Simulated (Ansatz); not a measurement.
This geometry of AlClFH₃ (6 atoms, charge 0, multiplicity 1) is a first-order saddle point.

The calculation used RKS PBE0-D4/6-31G* (Ansatz 0.2.0).

```xyz
6
Properties=species:S:1:pos:R:3
Al -0.656 -0.091 -0.152
Cl 1.438 1.033 -0.519
H -0.925 -1.034 -1.390
H -1.644 0.936 0.532
H 1.318 -0.013 0.504
F 0.469 -0.831 1.025
```

Question: Which two structures does it join? (They come from a converged band through this point; their orientation in space is the band's.)

Answer: Bonds broken: H5–F6. Bonds formed: Cl2–H5.

Image 0:

```xyz
6
Properties=species:S:1:pos:R:3
Al -0.587 0.107 -0.329
Cl 1.254 1.199 -0.760
H -0.916 -1.048 -1.360
H -1.629 0.910 0.550
H 1.340 -0.337 0.847
F 0.539 -0.830 1.052
```

Image 8:

```xyz
6
Properties=species:S:1:pos:R:3
Al -0.772 -0.217 -0.066
Cl 1.514 1.039 -0.499
H -0.968 -0.988 -1.437
H -1.680 0.966 0.470
H 1.695 0.175 0.454
F 0.211 -0.974 1.078
```

Question: How far does it lie above each of them?

Answer: 23.7 kJ/mol above the first and 8.0 kJ/mol above the second. This is the barrier of this one path; another mechanism may lie lower. The orbitals stay closed-shell, which can raise the energy where a bond breaks towards radicals; this wasn't checked here.

Time of the run: 2.2 min on 1 thread of Intel(R) Xeon(R) Platinum 8259CL CPU @ 2.50GHz (Skylake/Cascade Lake), with other jobs on the host, peak memory 0.18 GiB.
